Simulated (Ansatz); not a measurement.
The input, for Ansatz 0.2.0:

```yaml
crystal:
  periodic: [false, false, false]
  atoms:
    - {symbol: N, position_ang: [-1.773263, 0.019973, -0.019236]}
    - {symbol: H, position_ang: [-2.070542, 0.987807, -0.019236]}
    - {symbol: H, position_ang: [-2.070542, -0.382326, 0.861023]}
    - {symbol: H, position_ang: [-0.441263, 0.019973, -0.019236]}
    - {symbol: Si, position_ang: [0.998737, 0.019973, -0.019236]}
    - {symbol: H, position_ang: [1.395172, -1.459540, -0.019236]}
basis:
  gaussian: {orbitals: cc-pVDZ}
magnetization: {spin_polarized: false, initial_magnetization: 1}
correlation: {method: sc_nevpt2, electrons: outside_noble_gas, active_space: {window: {electrons: 3, orbitals: 3}}}
```

```sh
$ ansatz run in.yaml --threads 1 --pin off --events-out ev --progress --plain --max-ram 2393MiB
```

The program prints:

```
495 factors; integrals over basis functions are off by at most 1.3e-3 eV
mean field evaluation 1: about -9398.4850 eV, gradient 3.3e1 eV
mean field evaluation 2: about -9398.4859 eV, gradient 3.3e1 eV
mean field evaluation 4: about -9401.8230 eV, gradient 2.6e0 eV
mean field evaluation 8: about -9402.1019 eV, gradient 3.4e-1 eV
mean field evaluation 16: about -9401.8417 eV, gradient 7.9e-1 eV
mean field evaluation 32: about -9402.0674 eV, gradient 1.4e0 eV
mean field -9402.10656815 eV, -345.5210434027 hartree, gradient 8.5e-6 eV, S^2 0.750000; 5 other end points of the search recorded, 0 dependent functions left out
reference -9402.10656815 eV, -345.5210434027 hartree; 13, 12 occupied and 39, 40 virtual orbitals, 495 factors
state -9402.85178335 eV, -345.5484295563 hartree
state -9402.85178335 eV, -345.5484295563 hartree; corrected -9409.86702749 eV, -345.8062350234 hartree
state -9402.65009419 eV, -345.5410176164 hartree
state -9402.65009419 eV, -345.5410176164 hartree; corrected -9409.47398726 eV, -345.7917910613 hartree
state -9402.85178335 eV, -345.5484295563 hartree; corrected -9409.86702749 eV, -345.8062350234 hartree
the orbitals are reached from a further start. From the first start the search ends at -9402.65008865 eV, -345.5410174127 hartree
Total energy: -9409.86702749 eV, -345.8062350234 hartree
```

Natural occupations: 1.8091 0.9985 0.1924.

For the same geometry and basis UCCSDT(Q) lies 1166.9 meV lower.

Ran on 1 thread of Arm Neoverse V1, shared host: 2.3 s wall, 0.18 GiB peak host memory.
